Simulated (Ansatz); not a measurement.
# One shape, several levels: singlet OH−

Aim: a comparison of 6 runs (HF/STO-3G, BHLYP/aug-cc-pVTZ, BLYP/aug-cc-pVTZ, HSE06/aug-cc-pVTZ, r2SCAN/aug-cc-pVTZ, CCSD/aug-cc-pVTZ) of singlet OH−. 

The calculation is run with Ansatz 0.2.0.

28 further runs of the same task are left out: 28 set aside as unsound or not needed.

**1. The system as given**

The species is OH− (2 atoms), meant as a singlet with charge -1. As SMILES of the parent species, `[OH]`. The shape is that of a PBE0-D4/def2-TZVP optimisation. That shape belongs to the parent species and isn't relaxed for this state.

Bond lengths: O1–H2 0.973 Å.

**2. The energy at HF/STO-3G (run 1)**

Contents of molecule.yaml:

```yaml
crystal:
  periodic: [false, false, false]
  atoms:
    - {symbol: O, position_ang: [0.415880, -0.133150, 0.214550]}
    - {symbol: H, position_ang: [-0.415880, 0.133150, -0.214550]}
basis:
  gaussian:
    orbitals: STO-3G
total_charge: -1
accuracy: high
output: {orbitals: {seedname: orbitals}}
hamiltonian:
  xc: hf
```

Started as:

```bash
ansatz run molecule.yaml --threads 1 --pin off --max-ram 3480MiB --events-out events.jsonl --progress --plain --runs-dir runs
```

The program printed:

```text
Warning: RAYON_NUM_THREADS=1 ignored (pool sized by the plan → 1); use --threads N
Functional definition: HF
  name "HF"
  exchange = exact_x
  correlation = 0
77 factors; integrals over basis functions are off by at most 3.3e-8 eV
mean field evaluation 1: about -2014.1110 eV, gradient 1.6e1 eV
mean field evaluation 2: about -2014.1354 eV, gradient 1.6e1 eV
mean field evaluation 4: about -2015.2195 eV, gradient 2.4e-1 eV
mean field evaluation 8: about -2015.2185 eV, gradient 2.2e-5 eV
mean field -2015.21854122 eV, -74.0579154258 hartree, gradient 3.0e-8 eV, S^2 0.000000; 0 other end points of the search recorded, 0 dependent functions left out
reference -2015.21854122 eV, -74.0579154258 hartree; 5, 5 occupied and 1, 1 virtual orbitals, 77 factors
Total energy: -2015.21854122 eV, -74.0579154258 hartree
```

Wall time 0.04 s (1 thread of Arm Neoverse V2, shared host).

**3. A single-point energy at BHLYP/aug-cc-pVTZ (run 2)**

Contents of input.yaml:

```yaml
crystal:
  periodic: [false, false, false]
  atoms:
    - {symbol: O, position_ang: [0.415880, -0.133150, 0.214550]}
    - {symbol: H, position_ang: [-0.415880, 0.133150, -0.214550]}
basis:
  gaussian: {orbitals: aug-cc-pVTZ}
total_charge: -1
hamiltonian: {xc: {name: BHLYP}}
accuracy: high
output: {orbitals: {seedname: orbitals}}
```

Started as:

```bash
ansatz run input.yaml --threads 1 --pin off --max-ram 3480MiB --events-out events.jsonl --progress --plain --runs-dir runs
```

The program printed:

```text
Warning: RAYON_NUM_THREADS=1 ignored (pool sized by the plan → 1); use --threads N
Functional definition: BHLYP
  name "BHLYP"
  parameter a = 0.5
  exchange = (1 - a)*b88_x + a*exact_x
  correlation = lyp_c
899 factors; integrals over basis functions are off by at most 3.0e-9 eV
mean field evaluation 1: about -2059.9833 eV, gradient 3.5e1 eV
mean field evaluation 2: about -2057.7328 eV, gradient 5.4e1 eV
mean field evaluation 4: about -2062.1629 eV, gradient 2.9e-1 eV
mean field evaluation 8: about -2062.1636 eV, gradient 2.5e-2 eV
mean field evaluation 16: about -2062.1636 eV, gradient 5.0e-7 eV
mean field -2062.16355918 eV, -75.7831130152 hartree, gradient 6.9e-8 eV, S^2 0.000000; 0 other end points of the search recorded, 0 dependent functions left out
reference -2062.16357568 eV, -75.7831136216 hartree; 5, 5 occupied and 64, 64 virtual orbitals, 899 factors
Total energy: -2062.16357568 eV, -75.7831136216 hartree
```

Run time: 0.95 s. Hardware: 1 thread of Arm Neoverse V2, shared host; peak memory 0.11 GiB.

Run 3 isn't shown in full; the table further down has it.

**4. The energy at HSE06/aug-cc-pVTZ (run 4)**

Contents of run.yaml:

```yaml
crystal:
  periodic: [false, false, false]
  atoms:
    - symbol: O
      position_ang: [0.415880, -0.133150, 0.214550]
    - symbol: H
      position_ang: [-0.415880, 0.133150, -0.214550]
basis:
  gaussian: {orbitals: aug-cc-pVTZ}
total_charge: -1
hamiltonian: {xc: hse06}
accuracy: high
output: {orbitals: {seedname: orbitals}}
```

Started as:

```bash
ansatz run run.yaml --threads 1 --pin off --max-ram 3480MiB --events-out events.jsonl --progress --plain --runs-dir runs
```

The program printed:

```text
Warning: RAYON_NUM_THREADS=1 ignored (pool sized by the plan → 1); use --threads N
Functional definition: HSE06
  name "HSE06"
  parameter a = 0.25
  parameter omega = 0.11/bohr
  exchange = pbe_x - a*pbe_x_sr(omega) + a*exact_x_sr(omega)
  correlation = pbe_c
899 factors; integrals over basis functions are off by at most 3.0e-9 eV
71 factors; integrals over basis functions are off by at most 1.1e-9 eV
mean field evaluation 1: about -2024.6527 eV, gradient 9.9e1 eV
mean field evaluation 2: about -2003.2169 eV, gradient 2.0e2 eV
mean field evaluation 4: about -2059.5048 eV, gradient 2.6e1 eV
mean field evaluation 8: about -2061.0112 eV, gradient 2.3e-1 eV
mean field evaluation 16: about -2061.0113 eV, gradient 9.1e-7 eV
mean field evaluation 32: about -2048.6933 eV, gradient 3.0e-3 eV
mean field -2061.01127590 eV, -75.7407673859 hartree, gradient 8.4e-10 eV, S^2 0.000000; 2 other end points of the search recorded, 0 dependent functions left out
reference -2061.01127831 eV, -75.7407674744 hartree; 5, 5 occupied and 64, 64 virtual orbitals, 899 factors
Total energy: -2061.01127831 eV, -75.7407674744 hartree
```

Wall time 1.8 s (1 thread of Arm Neoverse V2, shared host); peak memory 0.11 GiB.

Run 5 isn't shown in full; the table further down has it.

**5. A single-point energy at CCSD/aug-cc-pVTZ (run 6)**

Contents of molecule.yaml:

```yaml
crystal:
  periodic: [false, false, false]
  atoms:
    - {symbol: O, position_ang: [0.415880, -0.133150, 0.214550]}
    - {symbol: H, position_ang: [-0.415880, 0.133150, -0.214550]}
basis:
  gaussian:
    orbitals: aug-cc-pVTZ
correlation:
  method: ccsd
  frozen_orbitals: {H: 0, O: 1}
scf:
  omitted_lower_state_checks: [cluster_reference, increment]
total_charge: -1
accuracy: high
```

Started as:

```bash
ansatz run molecule.yaml --threads 1 --pin off --max-ram 3480MiB --events-out events.jsonl --progress --plain --runs-dir runs
```

The program printed, cut to the lines that bear on the results:

```text
Warning: RAYON_NUM_THREADS=1 ignored (pool sized by the plan → 1); use --threads N
Functional definition: HF
  name "HF"
[...]
899 factors; integrals over basis functions are off by at most 3.0e-9 eV
[...]
mean field -2052.05802026 eV, -75.4117413096 hartree, gradient 2.1e-8 eV, S^2 0.000000; 0 other end points of the search recorded, 0 dependent functions left out
1 core orbitals not correlated: weight in the atoms' cores, before any rotation towards them, 1.000 or more for the frozen orbitals, at most 0.000 for the correlated occupied ones
reference -2052.05802026 eV, -75.4117413096 hartree; 4, 4 occupied and 64, 64 virtual orbitals, 899 factors
second order -7.90537748 eV of doubles, -0.00000000 eV of singles
cycle   1  -7.47419258 eV  change    4.3e-1 eV  update   1.0e-1
[...]
cycle  25  -7.76114001 eV  change  -1.1e-10 eV  update  2.3e-10
Total energy: -2059.81916027 eV, -75.6969579443 hartree
Checks for a lower state left out: cluster_reference, increment
```

Wall time 1.3 s (1 thread of Arm Neoverse V2, shared host); peak memory 0.22 GiB.

**6. All runs side by side**

```csv
run,level,frozen core orbitals,energy (Eh),HOMO energy (eV),LUMO energy (eV),HOMO–LUMO gap (eV),wall time
1,HF/STO-3G,–,-74.057915,6.82,33.75,26.94,0.04 s
2,BHLYP/aug-cc-pVTZ,–,-75.783114,-0.60,4.25,4.85,0.95 s
3,BLYP/aug-cc-pVTZ,–,-75.827302,2.22,3.64,1.42,1.8 s
4,HSE06/aug-cc-pVTZ,–,-75.740767,1.25,3.82,2.58,1.8 s
5,r2SCAN/aug-cc-pVTZ,–,-75.789425,2.02,4.11,2.08,1.5 s
6,CCSD/aug-cc-pVTZ,1,-75.696958,–,–,–,1.3 s
```

**7. What came out**

```
                                         quantity         value
                              run 6: total energy  -75.69696 Eh
run 6: correlation energy (1 core orbital frozen)    -285.2 mEh
                             run 6: T1 diagnostic         0.022
```

Over runs 1, 2, 3, 4, 5 the HOMO–LUMO gap runs from 1.42 eV (BLYP/aug-cc-pVTZ) to 26.94 eV (HF/STO-3G). The two ends differ in method and basis. The empty levels of an anion lie above zero and hang on the basis. Totals of different functionals can't be ranked against each other. In runs 1, 3, 4, 5 the HOMO lies above zero, so the outermost electron may be held by the basis alone. In run 1 the basis is minimal, so the values are rough. All runs together took 7.3 s, the longest 1.8 s.
